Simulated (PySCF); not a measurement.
Run record: geometry optimisation, `P[BH2-][PH3+]`.

Computed with PBE0-D3(BJ)/def2-SVP geometry optimisation, gas phase (PySCF 2.14.0). Start geometry: GFN2-xTB. The command runs a driver script over a list of jobs; the input below is this job's line of settings and its coordinates in Å.

Command:
```bash
OMP_NUM_THREADS=1 python probes_run.py task.json out
```

Input:
```
{"job": {"xc": "PBE0", "basis": "def2-SVP", "d3": "d3bj", "grid": 1, "shake": 0.01, "kind": "geom"}, "charge": 0, "multiplicity": 1}
P      1.534730     0.636040     0.588560
B      0.306860    -0.769120    -0.104860
P     -1.311140     0.027930     0.589970
H      2.755650     0.105940     0.209570
H      1.476500     1.475580    -0.545990
H      0.228740    -0.842880    -1.283550
H      0.476950    -1.789420     0.481750
H     -2.576530    -0.440320     0.459230
H     -1.540590     1.342450     0.240810
H     -1.300730     0.232880     1.972220
```

Output:
```
step   0  E = -711.20466812  max force = 0.028884
step   1  E = -711.21137009  max force = 0.009015
step   2  E = -711.21193388  max force = 0.001716
step   3  E = -711.21211617  max force = 0.001858
step   4  E = -711.21221980  max force = 0.001964
step   5  E = -711.21225257  max force = 0.000704
step   6  E = -711.21226015  max force = 0.000136
optimisation converged
```

Energies in Eh; «max force» is the largest Cartesian gradient component in Eh/bohr.

**Question.** Give the first gradient maximum in eV/Å.

**Answer.** With 1 Eh/bohr = 51.422 eV/Å, 1.485 eV/Å.

**Question.** How much energy does the optimisation release, in kJ/mol?

**Answer.** E(step 0) − E(last step) = 0.007592 Eh, which is 19.9 kJ/mol.

Main results: final energy -711.21226 Eh after 6 steps; dipole 4.41 D.

**Question.** Where do the atoms end?

**Answer.** 0.191 Å rms from the input after alignment:
```
atom  x, y, z in Å
P1     1.8174    0.7019    0.4159
B2     0.4188   -0.5635   -0.1907
P3    -1.2343    0.1121    0.5356
H4     2.9190   -0.0659   -0.0657
H5     1.8159    1.5829   -0.7104
H6     0.2122   -0.6756   -1.3863
H7     0.5306   -1.6293    0.3956
H8    -2.4182   -0.6260    0.2864
H9    -1.6575    1.4042    0.1361
H10   -1.2954    0.2524    1.9428
```

Time: 15 s wall; peak memory 0.37 GiB. Hardware: one thread, Arm Neoverse V1 (aarch64), shared host with 32 logical CPUs at a one-minute load of 24.
Labels such as C1 count atoms from 1, the log's own numbers from 0.
